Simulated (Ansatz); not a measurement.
# BH4 (doublet): from Hartree-Fock to the top rungs at distance H1–H2 along a hydrogen transfer = 0.983 Å, cc-pVTZ

Aim: climb from Hartree-Fock through coupled cluster and multireference methods for BH4 (doublet) at one geometry and basis, and see what each rung misses.

The runs use Ansatz 0.2.0, Gaussian basis; cc-pVTZ, core rule «outside noble gas», up to 1 orbitals frozen.

To be run: UHF; CCSD(T) on ROHF; CCSD(T) on UHF; BCCD(T) on ROHF; CCSDT(Q) on ROHF; CCSDT(Q) on UHF; CASSCF and MRCISD+Q, 3 electrons in 3 orbitals; CASSCF and NEVPT2, 3 electrons in 3 orbitals; CASSCF and MRCISD+Q, 7 electrons in 8 orbitals; CASSCF and MRCISD+Q(relaxed), 7 electrons in 8 orbitals; CASSCF and NEVPT2, 7 electrons in 8 orbitals.

## Step 1: What is computed

The geometry derives from fragments relaxed apart (PBE0/def2-TZVP) and kept rigid, so it is no stationary point. A hydrogen atom is moved between rigid fragments.

5 atoms, charge 0, spin multiplicity 2.

Atoms are counted from 1 here; the program's logs count them from 0.

Bond lengths: H2–B3 1.170 Å, B3–H4 1.191 Å, B3–H5 1.191 Å. Angles: H2–B3–H4 115.3°, H2–B3–H5 115.3°, H4–B3–H5 129.4°.

## Step 2: UHF

File in.yaml:

```yaml
crystal:
  periodic: [false, false, false]
  atoms:
    - {symbol: H, position_ang: [-1.996482, 0.000000, 0.000000]}
    - {symbol: H, position_ang: [-1.013482, 0.000000, 0.000000]}
    - {symbol: B, position_ang: [0.156518, 0.000000, 0.000000]}
    - {symbol: H, position_ang: [0.665591, 0.000000, 1.077009]}
    - {symbol: H, position_ang: [0.665591, 0.000000, -1.077008]}
basis:
  gaussian: {orbitals: cc-pVTZ}
magnetization: {spin_polarized: true, initial_magnetization: 1}
hamiltonian: {xc: hf}
output: {orbitals: {seedname: orbitals}}
```

Started as:

```sh
ansatz run in.yaml --threads 1 --pin off --events-out ev --progress --plain --max-ram 2816MiB --backend cpu
```

Further steps of the session: CCSD(T) on ROHF; CCSD(T) on UHF; BCCD(T) on ROHF; CCSDT(Q) on ROHF; CCSDT(Q) on UHF; CASSCF and MRCISD+Q, 3 electrons in 3 orbitals; CASSCF and NEVPT2, 3 electrons in 3 orbitals; CASSCF and MRCISD+Q, 7 electrons in 8 orbitals; CASSCF and MRCISD+Q(relaxed), 7 electrons in 8 orbitals; CASSCF and NEVPT2, 7 electrons in 8 orbitals.

Q: Predict the results of all the runs planned. Wanted: UCCSDT(Q) below the RHF energy; RMP2 from UCCSDT(Q); UMP2 from UCCSDT(Q); RCCSD from UCCSDT(Q); RCCSD(T) from UCCSDT(Q); UCCSD(T) from UCCSDT(Q); RCCSDT(Q) from UCCSDT(Q); NEVPT2 pair from UCCSDT(Q); NEVPT2 valence from UCCSDT(Q).

The runs gave:

```
                         quantity                                                                                                value
   UCCSDT(Q) below the RHF energy                                                                                           -4.2562 eV
              RMP2 from UCCSDT(Q)                                                                                      +17.67 kcal/mol
              UMP2 from UCCSDT(Q)                                                                                      +17.77 kcal/mol
             RCCSD from UCCSDT(Q)                                                                                       +2.40 kcal/mol
          RCCSD(T) from UCCSDT(Q)                                                                                       +0.38 kcal/mol
          UCCSD(T) from UCCSDT(Q)                                                                                       +0.38 kcal/mol
         RCCSDT(Q) from UCCSDT(Q)                                                                                        0.00 kcal/mol
       NEVPT2 pair from UCCSDT(Q)                                                                                      +18.54 kcal/mol
    NEVPT2 valence from UCCSDT(Q)                                                                                      +16.55 kcal/mol
  MRCISD+Q valence from UCCSDT(Q)                                                                                       +0.33 kcal/mol
levels within 1 kcal/mol (43 meV)  RCCSD(T), UCCSD(T), BCCD(T), RCCSDT, UCCSDT, RCCSDT(Q), MRCISD+Q valence, MRCISD+Q(relaxed) valence
                    T1 diagnostic                                                                                                0.020
   effectively unpaired electrons                                                                                                 1.01
```

**Reading.** RCCSD(T) misses by +0.38 kcal/mol, 0.4 % of the correlation energy. One determinant dominates. Of the multireference levels listed MRCISD+Q valence comes nearest in total energy (+0.33 kcal/mol), which doesn't show that its space is the better one. These misses are within one basis, not against nature; the frozen cores of restricted and unrestricted runs differ, which can shift their rows.
